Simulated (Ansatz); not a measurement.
System: phosphanylidynephosphane, P$_{2}$ (charge 0, singlet). SMILES: P#P
Structure (B3LYP-D3(BJ)/def2-TZVP (Ansatz, an electronic-structure program) minimum search):
```xyz
2

P      0.0000     0.0000    -0.9447
P      0.0000     0.0000     0.9447
```
Charge 0, spin multiplicity 1.

Wanted: vertical electron affinity (to the doublet state of charge -1; a negative value means that the extra electron is unbound and the number depends on the basis; each state is the SCF solution reached for its spin; for the doublet the Hartree-Fock reference is unstable and T1 is 0.020; for the singlet the Hartree-Fock reference is unstable and T1 is 0.017), in eV. Cores are frozen in the correlated levels unless marked. UHF or UKS for open shells. Spin-orbit coupling is left out. Non-relativistic. Anions need diffuse functions: aug- sets have them; def2-D sets add few. 

```
level                    program  vertical electron affinity (eV)
-----------------------  -------  -------------------------------
SVWN5/def2-TZVPD          Ansatz                             0.49
PBE/def2-TZVPD            Ansatz                             0.42
r2SCAN/def2-TZVPD         Ansatz                             0.53
B3LYP/def2-TZVPD          Ansatz                             0.47
PBE0/def2-TZVPD           Ansatz                             0.53
CAM-B3LYP/def2-TZVPD      Ansatz                             0.53
wB97M-V/def2-TZVPD        Ansatz                             0.33
wB97X-V/def2-TZVPD        Ansatz                             0.49
wB97X/def2-TZVPD          Ansatz                             0.55
CCSD/aug-cc-pV(D+d)Z      Ansatz                             0.22
CCSD/def2-SVPD            Ansatz                            -0.24
CCSD/aug-cc-pV(T+d)Z      Ansatz                             0.41
CCSD/def2-TZVPPD          Ansatz                             0.25
CCSD/aug-cc-pV(Q+d)Z      Ansatz                             0.45
CCSD/def2-QZVPPD          Ansatz                             0.39
CCSD(T)/aug-cc-pV(D+d)Z   Ansatz                             0.18
CCSD(T)/aug-cc-pV(T+d)Z   Ansatz                             0.39
CCSD(T)/def2-TZVPPD       Ansatz                             0.22
CCSD(T)/aug-cc-pV(Q+d)Z   Ansatz                             0.44
CCSD(T)/def2-QZVPPD       Ansatz                             0.37
```
